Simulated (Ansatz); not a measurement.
CH$_{3}$, doublet: vertical spin and charge gaps

Geometry (PBE0/def2-TZVP stationary point for this spin, not checked as a minimum):

```xyz
4

C     0.0000    0.0000    0.0000
H     1.0799    0.0140   -0.0003
H    -0.5521    0.9282   -0.0027
H    -0.5278   -0.9423    0.0031
```

Basis cc-pVDZ; Ansatz 0.2.0. Only valence electrons are correlated (noble-gas cores frozen). Prefix R: restricted or restricted open-shell reference; prefix U: unrestricted. Active spaces: valence = (7e, 7o) chosen from the atoms' valence shells.

Gaps are energies of the second state less the first, at fixed atoms, for a selection of the levels run; each method lands on the state that its own search finds for that charge and spin.

HF rows: RHF is the determinant under the cluster runs, UHF is the lowest solution found. Coupled cluster chose its determinant by a search with trial CCSD, here up to 0.41 eV above the lowest Hartree–Fock solution of its kind, and MP2 stands on that determinant too. For open shells CISD and CISDTQ are restricted-active-space CI with the open shells as a complete middle space.

Quartet less doublet: 11.391 eV at full CI (doublet B1, quartet B1, in C2v).

Large singles or doubles amplitudes warn of static correlation in the CH3 quartet.

```json
{"level": "RMP2", "gap (eV)": "11.578", "error (meV)": "187"}
{"level": "RCCSD", "gap (eV)": "11.502", "error (meV)": "111"}
{"level": "RCCSD(T)", "gap (eV)": "11.433", "error (meV)": "42"}
{"level": "BCCD(T)", "gap (eV)": "11.435", "error (meV)": "44"}
{"level": "RCCSDT", "gap (eV)": "11.399", "error (meV)": "8"}
{"level": "CISDTQ", "gap (eV)": "11.392", "error (meV)": "1"}
{"level": "RCCSDT(Q)", "gap (eV)": "11.392", "error (meV)": "1"}
{"level": "RCCSDTQ", "gap (eV)": "11.391", "error (meV)": "0"}
{"level": "CASSCF (valence space)", "gap (eV)": "11.573", "error (meV)": "182"}
{"level": "NEVPT2 (valence space)", "gap (eV)": "11.567", "error (meV)": "176"}
{"level": "MRCISD (valence space)", "gap (eV)": "11.594", "error (meV)": "203"}
{"level": "MRCISD+Q (valence space)", "gap (eV)": "11.579", "error (meV)": "188"}
{"level": "PBE0", "gap (eV)": "11.295", "error (meV)": "-96"}
{"level": "wB97M-V", "gap (eV)": "11.544", "error (meV)": "153"}
{"level": "RPA-PBE", "gap (eV)": "11.298", "error (meV)": "-93"}
```

Removing an electron, to the singlet: 9.516 eV at full CI (doublet B1, singlet ion A1, in C2v).

| level | gap (eV) | error (meV) |
| --- | --- | --- |
| RHF | 8.818 | -698 |
| UHF | 8.932 | -584 |
| RMP2 | 9.510 | -6 |
| UMP2 | 9.510 | -6 |
| CISD | 9.442 | -74 |
| RCCSD | 9.490 | -26 |
| UCCSD | 9.492 | -24 |
| RCCSD(T) | 9.513 | -3 |
| UCCSD(T) | 9.514 | -2 |
| BCCD(T) | 9.513 | -3 |
| RCCSDT | 9.515 | -1 |
| UCCSDT | 9.515 | -1 |
| CISDTQ | 9.514 | -2 |
| RCCSDT(Q) | 9.516 | 0 |
| UCCSDT(Q) | 9.517 | 1 |
| RCCSDTQ | 9.516 | 0 |
| UCCSDTQ | 9.517 | 1 |
| CASSCF (valence space) | 8.704 | -812 |
| NEVPT2 (valence space) | 9.384 | -132 |
| MRCISD (valence space) | 9.474 | -42 |
| MRCISD+Q (valence space) | 9.523 | 7 |
| PBE | 9.921 | 405 |
| r2SCAN | 10.044 | 528 |
| PBE0 | 9.887 | 371 |
| B3LYP | 9.824 | 308 |
| wB97M-V | 9.599 | 83 |
| B2PLYP | 9.640 | 124 |
| RPA-PBE | 9.605 | 89 |

Removing an electron, to the triplet: 14.734 eV at full CI (doublet B1, triplet ion A2, in C2v).

| level | gap (eV) | error (meV) |
| --- | --- | --- |
| CISDTQ | 14.731 | -3 |
| CASSCF (valence space) | 14.140 | -594 |
| NEVPT2 (valence space) | 14.545 | -189 |
| MRCISD (valence space) | 14.710 | -24 |
| MRCISD+Q (valence space) | 14.744 | 10 |
| wB97M-V | 14.753 | 19 |
| B2PLYP | 14.769 | 35 |

In so small a basis the reference is far from its limit while semilocal and hybrid functionals are nearer theirs (RPA and double hybrids share part of the reference's basis error), so the functionals' errors here hold much of the reference's basis and frozen-core error, which can add to them or hide them.

Full CI is exact within this basis and frozen core; it isn't the basis-set limit. The frozen core follows each run's orbitals, which can shift R against U totals by a few meV.
